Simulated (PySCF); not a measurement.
Species: cyclobutyl chloride, C₄H₇Cl.
Geometry (PBE0-D3(BJ)/def2-TZVP, Å), atoms numbered from 1 in this order:
```
atom  x, y, z in Å
Cl1    0.1277   -2.5869   -0.3674
C2     0.2277   -0.8219   -0.5496
C3     0.9441   -0.0148    0.5335
C4    -0.1159    1.0839    0.3076
C5    -1.0336    0.0077   -0.3102
H6     0.6521   -0.6403   -1.5369
H7     0.8208   -0.4879    1.5087
H8     1.9961    0.2226    0.3756
H9     0.2085    1.8165   -0.4330
H10   -0.4868    1.6089    1.1873
H11   -1.6468    0.2598   -1.1752
H12   -1.6582   -0.4597    0.4525
```

Jobs on this species (12 atoms, 48 electrons) with PySCF (density fitting). Hardware of each: an Arm Neoverse V1 with one thread, no GPU, on a shared host. The host was shared with other jobs, so the times are rough. Peak memory is the resident size of the whole Python process, interpreter and libraries included.

Task: Rank these jobs by wall time, shortest first.
A. KT3/pcSseg-2; shieldings, ring-centre shieldings; 285 basis functions
B. PBE0-D3(BJ)/def2-TZVP, grid level 2; geometry optimisation from a GFN2-xTB start shaken at random; 203 basis functions
C. B97-2/pcSseg-2; shieldings, ring-centre shieldings; 285 basis functions

Result: C (31 s), A (50 s), B (2.3 min).

All jobs:

| level and settings | work | basis functions | SCF cycles | wall time | peak memory |
| --- | --- | --- | --- | --- | --- |
| B97-2/pcSseg-2 | shieldings, ring-centre shieldings | 285 | 12 | 31 s | 1.0 GiB |
| PBE0/pcSseg-2 | shieldings, ring-centre shieldings, charges and field gradients | 285 | 13 | 33 s | 1.0 GiB |
| WP04/pcSseg-2, IEF-PCM chloroform | shieldings, ring-centre shieldings | 285 | 14 | 33 s | 1.2 GiB |
| wB97X-D/pcSseg-2, IEF-PCM chloroform | shieldings, ring-centre shieldings | 285 | 13 | 42 s | 1.3 GiB |
| wB97X-D/pcSseg-2 | shieldings, ring-centre shieldings | 285 | 13 | 42 s | 1.2 GiB |
| KT3/pcSseg-2 | shieldings, ring-centre shieldings | 285 | 15 | 50 s | 0.77 GiB |
| PBE0-D3(BJ)/def2-TZVP, grid level 2 | geometry optimisation from a GFN2-xTB start shaken at random | 203 | 60 | 2.3 min | 0.79 GiB |

Task: What do all jobs in the table cost together?

Result: About 6.2 min; the longest takes about 37 % of that, and about 4.5 times as long as the shortest.
